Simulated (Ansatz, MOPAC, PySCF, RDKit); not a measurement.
Noncovalent pair: H2O (SMILES O) (first 3 atoms) with CH5N (SMILES CN); geometry from S66by8 set.
(charge 0, multiplicity 1):
```json
[
 {"atom": "O", "x (Å)": "-2.7530", "y (Å)": "-0.5845", "z (Å)": "-0.0078"},
 {"atom": "H", "x (Å)": "-3.1116", "y (Å)": "0.3032", "z (Å)": "0.0246"},
 {"atom": "H", "x (Å)": "-1.7915", "y (Å)": "-0.4469", "z (Å)": "0.0084"},
 {"atom": "N", "x (Å)": "1.2242", "y (Å)": "-0.3279", "z (Å)": "0.0227"},
 {"atom": "H", "x (Å)": "1.5196", "y (Å)": "-0.8805", "z (Å)": "-0.7720"},
 {"atom": "H", "x (Å)": "1.5343", "y (Å)": "-0.8386", "z (Å)": "0.8396"},
 {"atom": "C", "x (Å)": "1.8835", "y (Å)": "0.9805", "z (Å)": "-0.0175"},
 {"atom": "H", "x (Å)": "1.5730", "y (Å)": "1.5622", "z (Å)": "0.8470"},
 {"atom": "H", "x (Å)": "2.9748", "y (Å)": "0.9412", "z (Å)": "-0.0265"},
 {"atom": "H", "x (Å)": "1.5568", "y (Å)": "1.5164", "z (Å)": "-0.9053"}
]
```

Monomers are frozen at their geometry in the pair; levels with a basis set take the counterpoise correction. Rows marked so take none.

Rows in 6-31G* carry no dispersion term and start afresh at each structure (6-31G* with six Cartesian d functions). The state that PM7 reach isn't checked; PM7 holds dispersion and hydrogen-bond terms.

Programs: Ansatz (Gaussian basis) for Hartree–Fock, density functionals and correlated methods; MOPAC for PM7 (differences of heats of formation); PySCF for 6-31G* rows, the dispersion terms; RDKit for the force fields. Each number belongs to the level named beside it.

Q: One of these levels gives -3.99 kcal/mol for the interaction energy. Name it.
(A) r2SCAN-D4/def2-TZVPPD
(B) MMFF94
(C) PM7
(D) BP86/6-31G* (no counterpoise)

A: C, PM7. The others give -2.60 (MMFF94), -3.65 (BP86/6-31G* (no counterpoise)), -2.98 (r2SCAN-D4/def2-TZVPPD)

Ansatz is a first-principles code.
